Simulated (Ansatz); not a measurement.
input.yaml

```yaml
crystal:
  periodic: [false, false, false]
  atoms:
    - { symbol: "N", position_ang: [-0.90587, 0.57586, -1.20617] }
    - { symbol: C, position_ang: [-0.05857, 0.68573, -0.35163] }
    - { symbol: "N", position_ang: [0.40533, -0.45413, 0.62236] }
    - { symbol: H, position_ang: [-1.44033, -0.255, -1.42529] }
    - { symbol: H, position_ang: [0.48119, 1.60179, -0.16452] }
    - { symbol: H, position_ang: [1.1509, -0.12125, 1.2457] }
    - { symbol: H, position_ang: [0.75565, -1.25901, 0.0847] }
    - { symbol: H, position_ang: [-0.38831, -0.77399, 1.19484] }
total_charge: 1
basis:
  gaussian: { orbitals: def2-SVP }
hamiltonian:
  xc: r2scan
  dispersion: d4
relax:
  f_tol: 0.015
  max_steps: 40
```

Launched with:

```bash
$ ansatz run input.yaml --threads 1 --pin off --max-ram 2048MiB --backend cpu --events-out ev --progress --plain --runs-dir out
```

Hardware: 1 thread of Arm Neoverse V1, with other jobs on the host.

Roughly how long does this run take, and how much memory?

56 s, with a peak of 0.12 GiB, for 23 ionic steps.
